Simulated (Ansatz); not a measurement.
# NHS+ (quartet): the correlation ladder, def2-QZVPP

An exercise on one series of results from a longer session: the logs are not shown, and one member is left open.

The runs use Ansatz 0.2.0, Gaussian basis; def2-QZVPP, core rule «outside noble gas», up to 6 orbitals frozen.

To be run: UHF; ROHF; CCSD(T) on UHF.

2 further runs of the same task are left out: 2 set aside as unsound or not needed.

### The system

The geometry is a PBE0/def2-TZVP stationary point (not a proven minimum) of the parent state, kept for this charge and spin.

3 atoms, charge 1, spin multiplicity 4.

Atoms are counted from 1 here; the program's logs count them from 0.

Bond lengths: N1–S2 1.625 Å, S2–H3 1.355 Å. Angles: N1–S2–H3 98.1°.

The first run:

Contents of in.yaml:

```yaml
crystal:
  periodic: [false, false, false]
  atoms:
    - {symbol: N, position_ang: [0.000000, 0.057746, 1.144666]}
    - {symbol: S, position_ang: [0.000000, -0.064782, -0.475896]}
    - {symbol: H, position_ang: [0.000000, 1.258410, -0.767310]}
basis:
  gaussian: {orbitals: "def2-QZVPP.json"}
total_charge: 1
magnetization: {spin_polarized: true, initial_magnetization: 3}
hamiltonian: {xc: hf}
output: {orbitals: {seedname: orbitals}}
```

On the command line:

```console
$ ansatz run in.yaml --threads 1 --pin off --events-out ev --progress --plain --max-ram 2393MiB
```

Steps of the session up to this table: UHF; ROHF; CCSD(T) on UHF.

One of the session's tables, all rows but one given; the rest of the session is left out.

It belongs to the step «Misses and costs». 

```
  method  from UCCSD(T) (meV)
    ROHF              +9328.8
     UHF                    ?
    UMP2              +1330.6
   UCCSD               +350.4
UCCSD(T)                    0
```

Q: Estimate the row for UHF from the others.

As computed: from UCCSD(T) (meV): +8939.3. In the column «from UCCSD(T) (meV)» it lies between UMP2 (+1330.6) and ROHF (+9328.8).
